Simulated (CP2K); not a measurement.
**SiH2Cl2 (dichlorosilane (DCS)) at 4 levels**

We compute a comparison of 4 runs (PBE/DZVP-MOLOPT-SR-GTH, B3LYP/6-311+G**, PBE0/6-311+G**, wB97X/6-311+G**) of SiH2Cl2 (dichlorosilane (DCS)). 

The calculation is run with CP2K 2026.2.

**1. The molecule**

SiH2Cl2 has 5 atoms, charge 0, and is taken as a singlet. SMILES: `Cl[SiH2]Cl`. Geometry: relaxed at PBE0-D4/def2-TZVP.

Bond lengths: Cl1–Si2 2.040 Å, Si2–Cl3 2.040 Å, Si2–H4 1.476 Å, Si2–H5 1.476 Å. Angles: Cl1–Si2–Cl3 110.1°, Cl1–Si2–H4 108.5°, Cl1–Si2–H5 108.5°, Cl3–Si2–H4 108.5°, Cl3–Si2–H5 108.5°, H4–Si2–H5 112.7°.

**2. A single-point energy at PBE/DZVP-MOLOPT-SR-GTH (core potential) (run 1)**

Contents of calc.inp:

```
&FORCE_EVAL
 METHOD QUICKSTEP
 &DFT
  BASIS_SET_FILE_NAME BASIS_MOLOPT
  POTENTIAL_FILE_NAME GTH_POTENTIALS
  CHARGE 0
  MULTIPLICITY 1
  &QS
   METHOD GPW
   EPS_DEFAULT 1.0E-10
  &END QS
  &MGRID
   CUTOFF 400
   REL_CUTOFF 50
   NGRIDS 4
  &END MGRID
  &POISSON
   PERIODIC NONE
   POISSON_SOLVER WAVELET
  &END POISSON
  &SCF
   SCF_GUESS ATOMIC
   EPS_SCF 1.0E-06
   MAX_SCF 80
   ADDED_MOS 10
   &DIAGONALIZATION
    ALGORITHM STANDARD
   &END DIAGONALIZATION
   &MIXING
    METHOD BROYDEN_MIXING
    ALPHA 0.4
    NBUFFER 4
   &END MIXING
  &END SCF
  &XC
   &XC_FUNCTIONAL PBE
   &END XC_FUNCTIONAL
  &END XC
  &PRINT
   &MOMENTS
    PERIODIC F
    REFERENCE COM
    MAX_MOMENT 1
   &END MOMENTS
   &MO ON
    ENERGIES T
    OCCUPATION_NUMBERS T
    NDIGITS 6
    &EACH
     QS_SCF 0
    &END EACH
    ADD_LAST NUMERIC
   &END MO
   &HIRSHFELD OFF
   &END HIRSHFELD
  &END PRINT
 &END DFT
 &SUBSYS
  &CELL
   ABC [angstrom] 12.9 12.9 12.9
   PERIODIC NONE
  &END CELL
  &COORD
   UNIT bohr
   Cl    -1.9579452    -0.7434183     3.0411363
   Si     0.2585145    -0.1354934    -0.0546131
   Cl    -1.5102691     2.2616242    -2.5019974
   H      0.6651836    -2.5741849    -1.3439732
   H      2.6390025     1.0518216     0.7812128
  &END COORD
  &TOPOLOGY
   &CENTER_COORDINATES
   &END CENTER_COORDINATES
  &END TOPOLOGY
  &KIND Cl
   BASIS_SET DZVP-MOLOPT-SR-GTH-q7
   POTENTIAL GTH-PBE-q7
  &END KIND
  &KIND Si
   BASIS_SET DZVP-MOLOPT-SR-GTH-q4
   POTENTIAL GTH-PBE-q4
  &END KIND
  &KIND H
   BASIS_SET DZVP-MOLOPT-SR-GTH-q1
   POTENTIAL GTH-PBE-q1
  &END KIND
 &END SUBSYS
&END FORCE_EVAL
&GLOBAL
 PROJECT_NAME calc
 RUN_TYPE ENERGY
 PRINT_LEVEL MEDIUM
&END GLOBAL
```

Launch:

```
$ OMP_NUM_THREADS=1 cp2k.psmp -i calc.inp > calc.out 2>&1
```

What it wrote:

```text
CP2K| version string:                                       CP2K version 2026.2
[...]
 GLOBAL| Method name                                                        CP2K
[...]
 GLOBAL| Run type                                                         ENERGY
[...]
 DFT| Spin restricted Kohn-Sham (RKS) calculation                            RKS
 DFT| Multiplicity                                                             1
[...]
 DFT| Charge                                                                   0
[...]
 FUNCTIONAL| PBE:
 QS| Method:                                                                 GPW
[...]
 QS| Density cutoff [a.u.]:                                                200.0
[...]
 QS| Relative density cutoff [a.u.]:                                        25.0
[...]
                             - Atoms:                                          5
[...]
                             - Spherical basis functions:                     49
[...]
 Number of electrons:                                                         20
[...]
     1 NoMix/Diag. 0.40E+00    3.9     1.16413252       -34.8732816193 -3.49E+01
[...]
    21 Broy./Diag. 0.40E+00    3.9     0.00000033       -35.1455338025 -7.23E-07
  *** SCF run converged in    21 steps ***
[...]
  Overlap energy of the core charge distribution:               0.00000002495542
  Self energy of the core charge distribution:                -80.50647594061167
  Core Hamiltonian energy:                                     18.73451723288735
  Hartree energy:                                              34.38037211863858
  Exchange-correlation energy:                                 -7.75394723841636
  Total energy:                                               -35.14553380254666
[...]
                     Mulliken Population Analysis
 #  Atom  Element  Kind  Atomic population                           Net charge
       1     Cl       1          7.105726                             -0.105726
       2     Si       2          3.917001                              0.082999
       3     Cl       1          7.105666                             -0.105666
       4     H        3          0.935803                              0.064197
       5     H        3          0.935804                              0.064196
 # Total charge                             20.000000                  0.000000
[...]
  Dipole moment [Debye]
    X=  0.9330014E+00 Y= -0.4186860E+00 Z= -0.1520229E+00  Total=      1.0338765
 ENERGY| Total FORCE_EVAL ( QS ) energy [hartree]            -35.145533802546659
[...]
```

It took 85 s on 1 thread of Arm Neoverse V1, shared host; peak memory 2.2 GiB.

**3. The energy at B3LYP/6-311+G(d,p) (run 2)**

Contents of gas.inp:

```
&global
 project gas
 run_type ENERGY
 print_level MEDIUM
&end global

&force_eval
 method QUICKSTEP
 &dft
  basis_set_file_name ./6_311pgss.basis
  potential_file_name POTENTIAL
  &qs
   method GAPW
   eps_default 1.0E-10
  &end qs
  &mgrid
   cutoff 280
   rel_cutoff 50
   ngrids 4
  &end mgrid
  &poisson
   periodic NONE
   poisson_solver WAVELET
  &end poisson
  &scf
   scf_guess ATOMIC
   eps_scf 1.0E-07
   max_scf 100
   added_mos 5
   &diagonalization
    algorithm STANDARD
   &end diagonalization
   &mixing
    method DIRECT_P_MIXING
    alpha 0.4
   &end mixing
  &end scf
  &xc
   &xc_functional
    &hyb_gga_xc_b3lyp
    &end hyb_gga_xc_b3lyp
   &end xc_functional
   &hf
    fraction 0.2
    &screening
     eps_schwarz 1.0E-10
    &end screening
    &memory
     max_memory 1050
    &end memory
   &end hf
  &end xc
  &print
   &moments
    periodic F
    reference COM
    max_moment 1
   &end moments
   &mo ON
    energies T
    occupation_numbers T
    ndigits 6
    &each
     qs_scf 0
    &end each
    add_last NUMERIC
   &end mo
   &lowdin ON
   &end lowdin
   &hirshfeld OFF
   &end hirshfeld
   &mo_molden ON
    ndigits 8
   &end mo_molden
  &end print
 &end dft
 &subsys
  &cell
   abc 14.5 14.5 14.5
   periodic NONE
  &end cell
  &coord
   Cl    -1.036100    -0.393400     1.609300
   Si     0.136800    -0.071700    -0.028900
   Cl    -0.799200     1.196800    -1.324000
   H      0.352000    -1.362200    -0.711200
   H      1.396500     0.556600     0.413400
  &end coord
  &topology
   &center_coordinates
   &end center_coordinates
  &end topology
  &kind Cl
   basis_set 6-311pGss
   potential ALL
   lebedev_grid 194
   radial_grid 100
  &end kind
  &kind Si
   basis_set 6-311pGss
   potential ALL
   lebedev_grid 194
   radial_grid 100
  &end kind
  &kind H
   basis_set 6-311pGss
   potential ALL
   lebedev_grid 194
   radial_grid 100
  &end kind
 &end subsys
&end force_eval
```

Launch:

```
$ OMP_NUM_THREADS=1 cp2k.psmp -i gas.inp > gas.out 2>&1
```

What it wrote:

```text
CP2K| version string:                                       CP2K version 2026.2
[...]
 GLOBAL| Method name                                                        CP2K
[...]
 GLOBAL| Run type                                                         ENERGY
[...]
 DFT| Spin restricted Kohn-Sham (RKS) calculation                            RKS
 DFT| Multiplicity                                                             1
[...]
 DFT| Charge                                                                   0
[...]
 FUNCTIONAL| HYB_GGA_XC_B3LYP:
[...]
 QS| Method:                                                                GAPW
[...]
 QS| Density cutoff [a.u.]:                                                140.0
[...]
 QS| Relative density cutoff [a.u.]:                                        25.0
[...]
                             - Atoms:                                          5
[...]
                             - Spherical basis functions:                    102
[...]
 Number of electrons:                                                         50
[...]
     1 P_Mix/Diag. 0.40E+00  144.6     0.38789327     -1211.5639829573 -1.21E+03
[...]
    13 DIIS/Diag.  0.45E-07    4.4     0.00000004     -1211.2649856137 -2.50E-12
  *** SCF run converged in    13 steps ***
[...]
  Overlap energy of the core charge distribution:               0.00000009785789
  Self energy of the core charge distribution:               -526.16620795588483
  Core Hamiltonian energy:                                   -692.00868126227692
  Hartree energy:                                             133.85760651107674
  Exchange-correlation energy:                                -12.93448892726401
  Hartree-Fock Exchange energy:                               -15.23623695872195
[...]
                     Mulliken Population Analysis
 #  Atom  Element  Kind  Atomic population                           Net charge
       1     Cl       1         17.152023                             -0.152023
       2     Si       2         13.527089                              0.472911
       3     Cl       1         17.152023                             -0.152023
       4     H        3          1.084412                             -0.084412
       5     H        3          1.084453                             -0.084453
 # Total charge                             50.000000                  0.000000
[...]
  Dipole moment [Debye]
    X=  0.1412568E+01 Y= -0.6339665E+00 Z= -0.2300208E+00  Total=      1.5653026
 ENERGY| Total FORCE_EVAL ( QS ) energy [hartree]          -1211.264985613737736
[...]
```

Wall time 3.3 min (1 thread of Arm Neoverse V1, shared host); peak memory 1.3 GiB.

Run 3 isn't shown in full; the table further down has it.

**4. The energy at wB97X/6-311+G(d,p) (run 4)**

Contents of job.inp:

```
&GLOBAL
  PROJECT job
  RUN_TYPE ENERGY
  PRINT_LEVEL MEDIUM
&END GLOBAL

&FORCE_EVAL
  METHOD QS
  &DFT
    BASIS_SET_FILE_NAME ./6_311pgss.basis
    POTENTIAL_FILE_NAME POTENTIAL
    &QS
      METHOD GAPW
      EPS_DEFAULT 1.0E-10
    &END QS
    &MGRID
      CUTOFF 280
      REL_CUTOFF 50
      NGRIDS 4
    &END MGRID
    &POISSON
      PERIODIC NONE
      POISSON_SOLVER WAVELET
    &END POISSON
    &SCF
      SCF_GUESS ATOMIC
      EPS_SCF 1.0E-07
      MAX_SCF 100
      ADDED_MOS 10
      &DIAGONALIZATION
        ALGORITHM STANDARD
      &END DIAGONALIZATION
      &MIXING
        METHOD DIRECT_P_MIXING
        ALPHA 0.4
      &END MIXING
    &END SCF
    &XC
      &XC_FUNCTIONAL
        &HYB_GGA_XC_WB97X
        &END HYB_GGA_XC_WB97X
      &END XC_FUNCTIONAL
      &HF
        FRACTION 1.0
        &SCREENING
          EPS_SCHWARZ 1.0E-10
        &END SCREENING
        &INTERACTION_POTENTIAL
          POTENTIAL_TYPE MIX_CL
          SCALE_COULOMB 0.157706
          SCALE_LONGRANGE 0.842294
          OMEGA 0.3
        &END INTERACTION_POTENTIAL
        &MEMORY
          MAX_MEMORY 1050
        &END MEMORY
      &END HF
    &END XC
    &PRINT
      &MOMENTS
        PERIODIC F
        REFERENCE COM
        MAX_MOMENT 1
      &END MOMENTS
      &MO ON
        ENERGIES T
        OCCUPATION_NUMBERS T
        NDIGITS 6
        &EACH
          QS_SCF 0
        &END EACH
        ADD_LAST NUMERIC
      &END MO
      &LOWDIN ON
      &END LOWDIN
      &HIRSHFELD OFF
      &END HIRSHFELD
      &MO_MOLDEN ON
        NDIGITS 8
      &END MO_MOLDEN
    &END PRINT
  &END DFT
  &SUBSYS
    &CELL
      ABC 14.5 14.5 14.5
      PERIODIC NONE
    &END CELL
    &COORD
      SCALED T
      Cl   0.41611724   0.47857241   0.60114828
      Si   0.49700690   0.50075862   0.48816897
      Cl   0.43245517   0.58824138   0.39885172
      H    0.51184828   0.41175862   0.44111379
      H    0.58388276   0.54408966   0.51867241
    &END COORD
    &KIND Cl
      BASIS_SET 6-311pGss
      POTENTIAL ALL
      LEBEDEV_GRID 194
      RADIAL_GRID 100
    &END KIND
    &KIND Si
      BASIS_SET 6-311pGss
      POTENTIAL ALL
      LEBEDEV_GRID 194
      RADIAL_GRID 100
    &END KIND
    &KIND H
      BASIS_SET 6-311pGss
      POTENTIAL ALL
      LEBEDEV_GRID 194
      RADIAL_GRID 100
    &END KIND
  &END SUBSYS
&END FORCE_EVAL
```

Launch:

```
$ OMP_NUM_THREADS=1 cp2k.psmp job.inp > job.out
```

What it wrote:

```text
CP2K| version string:                                       CP2K version 2026.2
[...]
 GLOBAL| Method name                                                        CP2K
[...]
 GLOBAL| Run type                                                         ENERGY
[...]
 DFT| Spin restricted Kohn-Sham (RKS) calculation                            RKS
 DFT| Multiplicity                                                             1
[...]
 DFT| Charge                                                                   0
[...]
 FUNCTIONAL| HYB_GGA_XC_WB97X:
[...]
 QS| Method:                                                                GAPW
[...]
 QS| Density cutoff [a.u.]:                                                140.0
[...]
 QS| Relative density cutoff [a.u.]:                                        25.0
[...]
                             - Atoms:                                          5
[...]
                             - Spherical basis functions:                    102
[...]
 Number of electrons:                                                         50
[...]
     1 P_Mix/Diag. 0.40E+00  144.4     0.37936873     -1211.5034226803 -1.21E+03
[...]
    14 DIIS/Diag.  0.22E-06    3.5     0.00000005     -1211.2034070977 -9.09E-13
  *** SCF run converged in    14 steps ***
[...]
  Overlap energy of the core charge distribution:               0.00000009785784
  Self energy of the core charge distribution:               -526.16620795588483
  Core Hamiltonian energy:                                   -692.04837430937755
  Hartree energy:                                             133.82112462388446
  Exchange-correlation energy:                                 -9.80635657347293
  Hartree-Fock Exchange energy:                               -18.76633767694542
[...]
                     Mulliken Population Analysis
 #  Atom  Element  Kind  Atomic population                           Net charge
       1     Cl       1         17.172182                             -0.172182
       2     Si       2         13.468454                              0.531546
       3     Cl       1         17.172107                             -0.172107
       4     H        3          1.093624                             -0.093624
       5     H        3          1.093633                             -0.093633
 # Total charge                             50.000000                 -0.000000
[...]
  Dipole moment [Debye]
    X=  0.1521256E+01 Y= -0.6825814E+00 Z= -0.2476178E+00  Total=      1.6856611
 ENERGY| Total FORCE_EVAL ( QS ) energy [hartree]          -1211.203407097677427
[...]
```

Wall time 3.2 min (1 thread of Arm Neoverse V1, shared host); peak memory 1.3 GiB.

**5. All runs side by side**

```tsv
run	level	core potential	scheme	energy (Eh)	dipole moment (D)	HOMO energy (eV)	LUMO energy (eV)	wall time
1	PBE/DZVP-MOLOPT-SR-GTH (core potential)	GTH-PBE	GPW	-35.145534	1.03	-7.64	-0.90	85 s
2	B3LYP/6-311+G**	none	GAPW	-1211.264986	1.57	-8.97	-0.59	3.3 min
3	PBE0/6-311+G**	none	GAPW	-1210.785565	1.59	-9.20	-0.37	3.2 min
4	wB97X/6-311+G**	none	GAPW	-1211.203407	1.69	-11.64	1.49	3.2 min
```

**6. Outcome**

```
            quantity           value
 run 4: total energy  -1211.20341 Eh
run 4: dipole moment          1.69 D
  run 4: HOMO energy       -11.64 eV
  run 4: LUMO energy         1.49 eV
run 4: HOMO–LUMO gap        13.12 eV
```

What this shows: The dipole moment (its size) runs from 1.03 D (PBE/DZVP-MOLOPT-SR-GTH) to 1.69 D (wB97X/6-311+G**). The two ends differ in method and basis and core potential. The HOMO–LUMO gap runs from 6.74 eV (PBE/DZVP-MOLOPT-SR-GTH) to 13.12 eV (wB97X/6-311+G**). Totals of different functionals can't be ranked against each other. Some runs of one species differ in core potentials or relativity; totals across that change don't compare. All runs together took 11 min, the longest 3.3 min.
